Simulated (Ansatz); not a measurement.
# AlH₂F (SMILES [F][AlH2]): functionals against CCSD(T) at one geometry

The task here is to estimate one member of a computed series from the others.

Computed with Ansatz 0.2.0, Gaussian basis. Level: single points in def2-TZVPP.

Correlated methods freeze the cores.

## Where the work starts

4 atoms, charge 0, spin multiplicity 1.

Atoms are counted from 1 here; the program's logs count them from 0.

Bond lengths: F1–Al2 1.607 Å, Al2–H3 1.614 Å, Al2–H4 1.606 Å. Angles: F1–Al2–H3 116.4°, F1–Al2–H4 117.1°, H3–Al2–H4 126.0°.

Geometry (Å):

```
F    -0.30930   -0.05140    1.54830
Al   -0.03280    0.03540   -0.03280
H    -0.44060   -1.26000   -0.90470
H     0.79720    1.30410   -0.56120
```

Set-up of the first run:

run/in.yaml reads:

```yaml
crystal:
  periodic: [false, false, false]
  atoms:
    - {symbol: F, position_ang: [-0.309300, -0.051400, 1.548300]}
    - {symbol: Al, position_ang: [-0.032800, 0.035400, -0.032800]}
    - {symbol: H, position_ang: [-0.440600, -1.260000, -0.904700]}
    - {symbol: H, position_ang: [0.797200, 1.304100, -0.561200]}
basis:
  gaussian: {orbitals: def2-TZVPP}
correlation: {method: ccsd_t}
output: {forces: true}
```

No record of the launch command was kept for these runs.

Steps of the session up to this table: CCSD(T)/def2-TZVPP; PBE0-D4/def2-TZVPP; wB97M-V/def2-TZVPP; r2SCAN-D4/def2-TZVPP; PBE-D4/def2-TZVPP; wB97X-V/def2-TZVPP; r2SCANh-D4/def2-TZVPP.

One table of the session follows, with a row left open; its other results are not shown here.

```
    method  RMS force component (eV/Å)  angle to CCSD(T) forces (°)  dipole (D)
   CCSD(T)                       0.709                    reference        1.14
   PBE0-D4                       0.652                          1.1        1.18
   wB97M-V                       0.751                          3.0        1.15
 r2SCAN-D4                       0.675                          1.1        1.10
    PBE-D4                       0.818                          9.6        1.10
   wB97X-V                       0.731                          1.2        1.16
r2SCANh-D4                           ?                            ?           ?
```

Estimate the missing values for r2SCANh-D4.

**Answer.** RMS force component (eV/Å): 0.636; angle to CCSD(T) forces (°): 2.5; dipole (D): 1.14. In the column «RMS force component (eV/Å)» it is the lowest.

Caveats from the session: CCSD(T) in triple zeta still lacks some correlation energy of the bonds, so part of these gaps is its own basis error and they don't rank the functionals.
